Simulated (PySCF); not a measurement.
C₃H₆N₂.
Atom-mapped SMILES: `[H]/[N:5]=[CH:4]\[CH2:3][N:2]=[CH2:1]` (hydrogens: H6, H7 on C1; H8, H9 on C3; H10 on C4; H11 on N5)

Cartesian coordinates in Å at the PBE0-D3(BJ)/def2-SVP level; atoms count from 1:
```xyz
11
C3H6N2 angstrom
C      1.611    0.149   -0.548
N      0.467    0.606   -0.280
C     -0.396   -0.139    0.593
C     -1.806   -0.197    0.055
N     -2.241    0.371   -0.986
H      2.277    0.713   -1.217
H      1.998   -0.809   -0.145
H     -0.037   -1.169    0.804
H     -0.438    0.379    1.570
H     -2.506   -0.800    0.661
H     -1.467    0.894   -1.419
```

Theory: EOM-IP-CCSD/aug-cc-pVDZ in PySCF, restricted Hartree–Fock reference, frozen core, non-relativistic, gas phase, PBE0-D3(BJ)/def2-SVP geometry.

Hartree–Fock orbital energies give these Koopmans values (eV): HOMO 11.15, HOMO-1 11.54, HOMO-2 11.68, HOMO-3 12.31, HOMO-4 15.40, HOMO-5 16.05, HOMO-6 17.43, HOMO-7 18.06.

What vertical ionisation energies does EOM-IP-CCSD give?

| leading hole (HF orbital) | Koopmans (eV) | EOM-IP-CCSD (eV) | change (eV) | one-hole share |
| --- | --- | --- | --- | --- |
| HOMO | 11.15 | 9.77 | -1.38 | 0.94 |
| HOMO-2 | 11.68 | 10.17 | -1.51 | 0.95 |
| HOMO-1 | 11.54 | 11.32 | -0.22 | 0.95 |
| HOMO-3 | 12.31 | 12.05 | -0.26 | 0.95 |
| HOMO-4 | 15.40 | 13.95 | -1.45 | 0.95 |
| HOMO-5 | 16.05 | 14.84 | -1.21 | 0.95 |
| HOMO-6 | 17.43 | 16.01 | -1.42 | 0.94 |
| HOMO-7 | 18.06 | 16.43 | -1.63 | 0.94 |

Does the order of the lines follow the orbital energies?

No: the HOMO-2 hole (10.17 eV) falls below the HOMO-1 hole (11.32 eV). The corrections run from -1.63 to -0.22 eV, with a mean of -1.13 eV over the 8 lines; no line lies above its Koopmans value. Koopmans values leave out both the relaxation of the orbitals and the change in correlation energy.

At what kinetic energies would He I light (21.22 eV) eject these electrons?

11.45 eV (HOMO), 11.05 eV (HOMO-2), 9.90 eV (HOMO-1), 9.17 eV (HOMO-3), 7.27 eV (HOMO-4), 6.38 eV (HOMO-5), 5.21 eV (HOMO-6), 4.79 eV (HOMO-7).

What total energy has the lowest final state, and which wavelength reaches it?

E(CCSD) + ionisation energy = -226.78106 + 0.35902 = -226.42204 Eh, at the geometry of the initial state. The threshold wavelength is 1239.84 eV nm/9.77 eV = 126.9 nm.

One root was sought for each valence orbital with −ε under 21 eV, eight at most, so deeper holes and satellites are missing; no vibrational structure.

One conformer stands for the species.
